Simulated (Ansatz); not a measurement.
A made-up structure of CH5AlN, doublet:

```xyz
8
angstrom
C -0.6994 0.5666 -0.5385
N -0.0653 0.7806 0.6709
Al 0.8427 -0.7833 0.1858
H -1.7808 0.5210 -0.6148
H -0.1600 0.8738 -1.4337
H -0.7108 0.7372 1.4510
H 2.1201 -0.6179 -0.7281
H 0.3930 1.6356 0.9862
```

It is relaxed with PBE-D4/def2-SVP and then PBE0-D4/def2-TZVP (Ansatz 0.2.0). Atoms count as bonded within 1.22 times the sum of their covalent radii (H–H: 0.88 Å). The end point is not checked to be a true minimum.

Does its bonding change? (A judgement: the text doesn't fix the answer.)

The calculation gives: No: no bond forms or breaks.

Where it ends: The first stage lowers the energy by 1.02 eV in 12 steps. It ends as CH₅AlN ([CH2]1[NH2][AlH]1):
C1  (-0.617, 0.455, -0.613)
N2  (-0.037, 0.790, 0.748)
Al3  (0.673, -0.924, -0.069)
H4  (-1.692, 0.313, -0.548)
H5  (-0.382, 1.230, -1.339)
H6  (-0.725, 0.837, 1.487)
H7  (2.203, -0.623, -0.445)
H8  (0.517, 1.635, 0.758)
(Å)

Labels in which every atom is bracketed show which atoms are joined, not bond orders.

For scale, one of the runs: PBE0-D4/def2-TZVP relaxation, 129 basis functions, launched by `ansatz run in.yaml --threads 2 --pin off --events-out ev --progress --plain --max-ram 4352MiB`. Hardware: 2 CPU threads of an Arm Neoverse V1, shared host. Wall time about 29 s.
